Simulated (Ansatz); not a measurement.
# H2NO (SMILES N[O]) at 6 levels

Aim: a comparison of 6 runs (UHF/STO-3G, UB2PLYP/STO-3G, UCAM-B3LYP/STO-3G, UPBE/STO-3G, UCCSDT(Q)/STO-3G, UCCSD(T)/STO-3G) of H2NO. 

Program for the calculation: Ansatz 0.2.0.

54 further runs of the same task are left out: 4 that didn't finish, 50 set aside as unsound or not needed.

### Step 1. The molecule

H2NO: 4 atoms, total charge 0, spin state doublet. SMILES: `N[O]`. The O2–N1 distance was set to 3.193 Å, away from the relaxed value. At this shape a bond of the SMILES string is far longer than usual.

Bond lengths: N1–H3 1.017 Å, N1–H4 1.017 Å. Angles: H3–N1–H4 119.4°.

### Step 2. A single-point energy at UHF/STO-3G (run 1)

Contents of input.yaml:

```yaml
basis:
  gaussian:
    orbitals: STO-3G
crystal:
  periodic: [false, false, false]
  atoms:
    - symbol: "N"
      position_ang: [-1.244239, -0.433058, -1.498540]
    - symbol: O
      position_ang: [0.804330, 0.357230, 0.819800]
    - symbol: H
      position_ang: [-2.197539, -0.083658, -1.441080]
    - symbol: H
      position_ang: [-1.049939, -1.263018, -2.053150]
magnetization:
  spin_polarized: true
  initial_magnetization: 1
hamiltonian:
  xc: hf
accuracy: high
```

Command:

```console
$ ansatz run input.yaml --threads 1 --pin off --max-ram 2610MiB --events-out events.jsonl --progress --plain --runs-dir runs
```

Output:

```text
Warning: RAYON_NUM_THREADS=1 ignored (pool sized by the plan → 1); use --threads N
Functional definition: HF
  name "HF"
  exchange = exact_x
  correlation = 0
178 factors; integrals over basis functions are off by at most 3.5e-8 eV
mean field evaluation 1: about -3481.3055 eV, gradient 1.8e1 eV
mean field evaluation 2: about -3481.3147 eV, gradient 1.8e1 eV
mean field evaluation 4: about -3482.4036 eV, gradient 1.1e1 eV
mean field evaluation 8: about -3500.0629 eV, gradient 3.9e0 eV
mean field evaluation 16: about -3500.1755 eV, gradient 8.0e-4 eV
mean field evaluation 32: about -3500.1755 eV, gradient 5.1e-4 eV
mean field evaluation 64: about -3498.8318 eV, gradient 4.1e-2 eV
mean field evaluation 96: about -3500.1754 eV, gradient 1.3e-4 eV
mean field evaluation 128: about -3500.1754 eV, gradient 1.2e-3 eV
mean field evaluation 160: about -3500.1746 eV, gradient 5.8e-2 eV
mean field evaluation 192: about -3498.8381 eV, gradient 1.8e-1 eV
mean field evaluation 224: about -3496.5638 eV, gradient 6.0e0 eV
mean field -3500.17595798 eV, -128.6290939512 hartree, gradient 3.6e-8 eV, S^2 1.757423; 5 other end points of the search recorded, 0 dependent functions left out
reference -3500.17595798 eV, -128.6290939512 hartree; 9, 8 occupied and 3, 4 virtual orbitals, 178 factors
Total energy: -3500.17595798 eV, -128.6290939512 hartree
```

Wall time 0.14 s (1 thread of Arm Neoverse V2, shared host).

### Step 3. The energy at UB2PLYP/STO-3G (run 2)

Contents of molecule.yaml:

```yaml
crystal:
  periodic: [false, false, false]
  atoms:
    - {symbol: N, position_ang: [-1.244239, -0.433058, -1.498540]}
    - {symbol: O, position_ang: [0.804330, 0.357230, 0.819800]}
    - {symbol: H, position_ang: [-2.197539, -0.083658, -1.441080]}
    - {symbol: H, position_ang: [-1.049939, -1.263018, -2.053150]}
basis:
  gaussian:
    orbitals: STO-3G
magnetization:
  spin_polarized: true
  initial_magnetization: 1
hamiltonian:
  xc: {name: B2PLYP}
correlation:
  frozen_orbitals: {H: 0, "N": 1, O: 1}
accuracy: high
```

Command:

```console
$ ansatz run molecule.yaml --threads 1 --pin off --max-ram 2610MiB --events-out events.jsonl --progress --plain --runs-dir runs
```

Output (excerpt; [...] marks lines left out):

```text
Warning: RAYON_NUM_THREADS=1 ignored (pool sized by the plan → 1); use --threads N
Functional definition: B2PLYP
  name "B2PLYP"
[...]
178 factors; integrals over basis functions are off by at most 3.5e-8 eV
[...]
mean field -3509.77200187 eV, -128.9817420600 hartree, gradient 1.9e-8 eV, S^2 1.753518; 5 other end points of the search recorded, 0 dependent functions left out
2 core orbitals not correlated: weight in the atoms' cores, before any rotation towards them, 1.000 or more for the frozen orbitals, at most 0.000 for the correlated occupied ones
reference -3509.77201787 eV, -128.9817426477 hartree; 7, 6 occupied and 3, 4 virtual orbitals, 178 factors
second order -0.98801202 eV of doubles, -0.00000000 eV of singles
Total energy: -3510.03878111 eV, -128.9915460162 hartree
```

Run time: 9.6 s. Hardware: 1 thread of Arm Neoverse V2, shared host; peak memory 0.11 GiB.

Runs 3 to 4 aren't shown in full; the table further down has their settings and results.

### Step 4. A single-point energy at UCCSDT(Q)/STO-3G (run 5)

Contents of job.yaml:

```yaml
crystal:
  periodic: [false, false, false]
  atoms:
    - {symbol: "N", position_ang: [-1.244239, -0.433058, -1.498540]}
    - {symbol: O, position_ang: [0.804330, 0.357230, 0.819800]}
    - {symbol: H, position_ang: [-2.197539, -0.083658, -1.441080]}
    - {symbol: H, position_ang: [-1.049939, -1.263018, -2.053150]}
basis:
  gaussian:
    orbitals: STO-3G
magnetization:
  spin_polarized: true
  initial_magnetization: 1
correlation:
  method: ccsdt_q
  frozen_orbitals: {H: 0, "N": 1, O: 1}
accuracy: high
scf:
  omitted_lower_state_checks: [cluster_reference, increment]
```

Command:

```console
$ ansatz run job.yaml --threads 1 --pin off --max-ram 2610MiB --events-out events.jsonl --progress --plain --runs-dir runs
```

Output:

```text
Warning: RAYON_NUM_THREADS=1 ignored (pool sized by the plan → 1); use --threads N
[... 18 lines left out ...]
2 core orbitals not correlated: weight in the atoms' cores, before any rotation towards them, 1.000 or more for the frozen orbitals, at most 0.000 for the correlated occupied ones
[... 180 lines left out ...]
Total energy: -3501.36210713 eV, -128.6726841285 hartree
Checks for a lower state left out: cluster_reference, increment
```

Run time: 1.2 s. Hardware: 1 thread of Arm Neoverse V2, shared host.

### Step 5. The energy at UCCSD(T)/STO-3G (run 6)

Contents of input.yaml:

```yaml
crystal:
  periodic: [false, false, false]
  atoms:
    - {symbol: N, position_ang: [-1.244239, -0.433058, -1.498540]}
    - {symbol: O, position_ang: [0.804330, 0.357230, 0.819800]}
    - {symbol: H, position_ang: [-2.197539, -0.083658, -1.441080]}
    - {symbol: H, position_ang: [-1.049939, -1.263018, -2.053150]}
basis:
  gaussian: {orbitals: STO-3G}
correlation: {method: ccsd_t, frozen_orbitals: {H: 0, "N": 1, O: 1}}
magnetization: {spin_polarized: true, initial_magnetization: 1}
scf: {omitted_lower_state_checks: [cluster_reference, increment]}
accuracy: high
```

Command:

```console
$ ansatz run input.yaml --threads 1 --pin off --max-ram 2610MiB --events-out events.jsonl --progress --plain --runs-dir runs
```

Output:

```text
Warning: RAYON_NUM_THREADS=1 ignored (pool sized by the plan → 1); use --threads N
[... 18 lines left out ...]
2 core orbitals not correlated: weight in the atoms' cores, before any rotation towards them, 1.000 or more for the frozen orbitals, at most 0.000 for the correlated occupied ones
[... 72 lines left out ...]
Total energy: -3501.36071143 eV, -128.6726328374 hartree
Checks for a lower state left out: cluster_reference, increment
```

Run time: 0.32 s. Hardware: 1 thread of Arm Neoverse V2, shared host.

### Step 6. Overview of the runs

| run | level | frozen core orbitals | energy (Eh) | ⟨S²⟩ | wall time |
| --- | --- | --- | --- | --- | --- |
| 1 | UHF/STO-3G | – | -128.629094 | 1.757 | 0.14 s |
| 2 | UB2PLYP/STO-3G | 2 | -128.991546 | 1.754 | 9.6 s |
| 3 | UCAM-B3LYP/STO-3G | – | -129.084886 | 1.752 | 11 s |
| 4 | UPBE/STO-3G | – | -128.982461 | 1.751 | 12 s |
| 5 | UCCSDT(Q)/STO-3G | 2 | -128.672684 | 1.757 | 1.2 s |
| 6 | UCCSD(T)/STO-3G | 2 | -128.672633 | 1.757 | 0.32 s |

### Step 7. Outcome

| quantity | value |
| --- | --- |
| run 6: total energy | -128.67263 Eh |
| run 6: correlation energy (2 core orbitals frozen) | -43.5 mEh |
| run 6: (T) correction | -0.08 mEh |
| run 6: ⟨S²⟩ of the reference determinant | 1.757 |
| run 6: T1 diagnostic | 0.004 |

What this shows: Below the UHF energy at the same shape and in the same basis (STO-3G): UCCSDT(Q) -43.6 mEh; UCCSD(T) -43.5 mEh. Totals of different functionals can't be ranked against each other. In runs 1, 2, 3, 4, 5, 6 the basis is minimal, so the values are rough. Spin contamination of the reference: run 5 ⟨S²⟩ = 1.76, run 6 ⟨S²⟩ = 1.76, run 1 ⟨S²⟩ = 1.76, run 2 ⟨S²⟩ = 1.75, run 3 ⟨S²⟩ = 1.75, run 4 ⟨S²⟩ = 1.75. Where it is this large, the reference is a mixture of spin states, and values that rest on it are in doubt. All runs together took 34 s, the longest 12 s.
